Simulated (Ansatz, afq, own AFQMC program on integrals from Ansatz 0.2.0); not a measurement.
AFQMC on a folder of integrals that Ansatz 0.2.0 wrote.

```yaml
crystal:
  periodic: [false, false, false]
  atoms:
    - {symbol: Ta, position_ang: [0.000000, 0.000000, 0.000000]}
basis:
  gaussian: {orbitals: def2-TZVPP}
magnetization: {spin_polarized: true, initial_magnetization: 3}
correlation: {method: ccsd_t, electrons: outside_noble_gas, hamiltonian_folder: ham}
```

```sh
$ ansatz run in.yaml --threads 1 --pin off --events-out ev --progress --plain --max-ram 24576MiB --backend cuda --devices 0, --max-vram 18GiB
```

Options of the walk:

```
--method free --trial cisd --walkers 4000 --time-step 0.03 --max-blocks 4000 --target-error 0.00017 --factor-cut 1e-05 --seed 7494 --times 0,0.3,0.6,1.2,1.8,2.4,3.6,4.8,6 --taylor-order 8
```

Times are imaginary, in 1/Eh. The walk had a cap of 80 s. Core potentials past Kr, no spin–orbit coupling.

Output of the walk:

```
orbitals 52  electrons 4 1  factors 353 of 353
reference energy -56.29253214 Eh
CCSD correlation -0.08112680 Eh in 12 cycles, weight of the determinant in the CISD state 0.9058
repeat  energy at the last time / Eh  error
    10  -56.379482  0.000061
    20  -56.379464  0.000039
    30  -56.379453  0.000033
time / (1/Eh)  energy / Eh  error  mean overlap
  0.00  -56.373657  0.000003  1.1040
  0.30  -56.375890  0.000010  1.1029
  0.60  -56.377032  0.000011  1.1017
  1.20  -56.378071  0.000017  1.1031
  1.80  -56.378545  0.000019  1.1066
  2.40  -56.378795  0.000020  1.1087
  3.60  -56.379169  0.000021  1.1111
  4.80  -56.379322  0.000038  1.1158
  6.00  -56.379453  0.000033  1.1183
energy -56.379453 +/- 0.000033 Eh
```

The time cap ended the run before it passed its tests.

Against this walk (error 0.9 meV) on the same determinant: CCSD(T) 36.8 meV higher, CCSDT(Q) 10.3 meV lower, full CI 12.3 meV lower. The error is statistical, and a free projection of finite length keeps a remainder of its start. The projection is still falling at its last time (meV from the last point: 24.7 ± 0.5 at 1.80, 17.9 ± 0.5 at 2.40, 7.7 ± 0.6 at 3.60, 3.6 ± 1.0 at 4.80, 0.0 ± 0.9 at 6.00), so its energy is a cut-off value, and the gaps above aren't errors of the other methods. Full CI is exact here, so the walk's 12 meV above it is the walk's own error: what remains of the start.

Cautions: remainder of the start not in the error; start not forgotten; no spin-orbit coupling; outer-core shells of the metal frozen.

The walk took 81 s on 1 × NVIDIA H100 80GB HBM3 with 2 threads of AMD EPYC 7R13 Processor (Zen 3) (shared host) (the card was shared). The log's last line is the free-projection energy.

CCSDT and higher add their correlation energy to the determinant of the CCSD(T) run, since their own runs factorise the integrals more tightly (a shift of under 2 meV).
